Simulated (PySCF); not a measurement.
TDDFT beside published excitation energies

Published values to compare with (the computed states carry no symmetry labels, so the two lists aren't matched line by line):

| state | E (eV) | f | kind of transition | source |
| --- | --- | --- | --- | --- |
| 3A''(n→π*) | 4.65 |  | vertical absorption | [1] |
| 1A''(n→π*) | 5.23 | 0.003 | vertical absorption | [1] |

[1] computed, theoretical best estimate (aug-cc-pVTZ, frozen core, CC3 geometry), gas; Veril, Scemama, Caffarel, Lipparini, Boggio-Pasqua, Jacquemin, Loos, WIREs Comput. Mol. Sci. 2021, 11, e1517 (QUESTDB)

CH3N.
SMILES: `C=N`

Method used: PySCF, TDDFT CAM-B3LYP/aug-cc-pVTZ, vertical, gas phase, core orbitals frozen in the response. Isolated species at its PBE0-D3(BJ)/def2-TZVP geometry, gas phase.

Computed singlets: 5.13 eV (f 0.002); 6.72 eV (f 0.005); 7.48 eV (f 0.030); 7.84 eV (f 0.098); 8.30 eV (f 0.014); 8.41 eV (f 0.039); 8.58 eV (f 0.218); 8.84 eV (f 0.002); 9.16 eV (f 0.002); 9.36 eV (f 0.000). Computed triplets (Tamm–Dancoff): 4.28, 5.13, 6.51, 7.37 eV.

How does the lowest computed triplet compare with the best estimate listed for the lowest triplet (vertical absorption)?

4.28 eV against 4.65 eV for 3A''(n→π*) [1]: a difference of -0.37 eV. Geometry and basis of the two calculations needn't be the same.
